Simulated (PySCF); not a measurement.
Gas-phase reaction: 2 AlH₃ + 4 C₂H₃ (vinyl) + N₂ ⇌ 2 Al(CH₃)₂NH₂ + C₄H₂

Computed with PySCF and rigid-rotor harmonic-oscillator thermochemistry at 1 bar. † marks an energy on the PBE0/def2-TZVP geometry and frequencies; other levels use their own. 6-31G* has spherical d functions here. Open shells (unrestricted): C₂H₃ (vinyl) (multiplicity 2); the rest are closed-shell singlets. B3LYP is the form with VWN-RPA correlation. Methyl groups turn as free rotors in Al(CH₃)₂NH₂. AlH₃, Al(CH₃)₂NH₂: computed as isolated molecules; such fragments, hydroxides, amides, oligomers or adducts are transient or little studied in the gas. The harmonic model lacks anharmonicity and excited electronic states, which grow with temperature; levels with a mode under 35 cm⁻¹ are left out.

```csv
level,"ΔE electronic, kJ","ΔH°(298 K), kJ","ΔS°(298 K), J/K","ΔG°(1400 K), kJ"
B3LYP/6-31G*,-1240,-1143,-609,-305
BLYP/def2-TZVP†,-1224,-1130,-605,-301
M06-2X/def2-TZVP†,-1389,-1296,-605,-467
PBE/def2-SVP,-1328,-1235,-604,-407
PBE/def2-TZVP†,-1328,-1235,-605,-406
PBE0/def2-QZVP†,-1348,-1254,-605,-425
PBE0/def2-SVP†,-1334,-1240,-605,-411
PBE0/def2-TZVP,-1332,-1239,-605,-410
r2SCAN/def2-TZVP†,-1313,-1220,-605,-391
LDA/def2-TZVP†,-1571,-1477,-605,-648
ωB97M-V/def2-TZVP†,-1346,-1252,-605,-424
```
ΔH° is lowest at LDA/def2-TZVP† and highest at BLYP/def2-TZVP†. No reference value is set beside these.
